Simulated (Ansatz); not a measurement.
# How far each method lies from RCCSDTQ for H$_{2}$Ge–As⁺, triplet

Geometry: that of the H2Ge–As, quartet, kept fixed.

```xyz
4

Ge    0.0424    0.0000    1.2324
As   -0.0215    0.0000   -1.2425
H    -0.7284    1.2396    1.7713
H    -0.7284   -1.2396    1.7713
```

Basis cc-pVDZ; Ansatz 0.2.0. Only valence electrons are correlated (noble-gas cores and the filled d shells of p-block atoms frozen), which leaves 10 electrons in 36 orbitals. R marks a restricted (for open shells ROHF) determinant. Active spaces: valence = (10e, 10o) chosen from the atoms' valence shells. No spin–orbit coupling is included, and no scalar relativity.

Full CI isn't at hand for all of this; RCCSDTQ serves as the reference, and is uncertain by about the last step of the cluster series.

```
UHF ⟨S²⟩                          : 2.289
T1 diagnostic (RCCSD)             : 0.0355
largest doubles amplitude (RCCSD) : 0.076
```

Question: From what is known of these methods and the diagnostics, rank them by the size of their error in total energy against RCCSDTQ in cc-pVDZ, smallest first (an estimate: the text doesn't fix the numbers).
A. RCCSD
B. BCCD(T)
C. RCCSDT(Q)
D. NEVPT2 (valence space)
E. CASSCF (valence space)

Answer: C (0.1 kJ/mol), B (5.6 kJ/mol), A (22.4 kJ/mol), D (79.3 kJ/mol), E (313.8 kJ/mol).

All errors are against RCCSDTQ in cc-pVDZ. Within each family the higher level lies nearer, as is usual though not guaranteed.

Natural occupations of CASSCF (valence space) about the gap: 1.987 1.975 1.963 1.901 1.001 0.989 0.106 0.028 0.026 0.024; effectively unpaired electrons, Σ n²(2−n)², 2.09.
